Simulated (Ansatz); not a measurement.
# Ge: electron density at the nuclei under pressure

```
Ge
1.0
     0.00000    2.88070    2.88070
     2.88070    0.00000    2.88070
     2.88070    2.88070    0.00000
Ge
2
Direct
  0.00000 0.00000 0.00000
  0.25000 0.25000 0.25000
```

Atoms are numbered in the order listed.

The structure comes from a relaxation in the same program, started in the diamond type, and has space group Fd-3m. Whether it is a known phase or the ground state wasn't checked.

Level of theory: DFT, PBE, all-electron PAW with datasets made for the crystal, scalar-relativistic in Ansatz 0.2.0.

Sampling and basis: a Γ-centred 11×11×11 k mesh, Fermi–Dirac smearing of 0.05 eV, cutoff 140 eV (chosen by the program for this cell), no spin polarisation.

The contact density is the mean electron density over the nuclear volume; its changes set Mössbauer isomer shifts. Changes below are taken from the unscaled cell, where it is 210326 e/Å³ at Ge1.

The datasets are made afresh for each cell, so very small changes are uncertain.

(1) Does compression raise or lower the contact density at Ge1?

(2) Tabulate the changes with volume.

## Answers

(1) It lowers it, by 5.70 e/Å³ over the whole range.

(2) 
| V/V(cell) | P (GPa) | Δρ(0) Ge1 (e/Å³) |
| --- | --- | --- |
| 0.9405 | 4.2 | -2.76 |
| 1.0000 | 0.0 | 0.00 |
| 1.0600 | -3.0 | 2.94 |
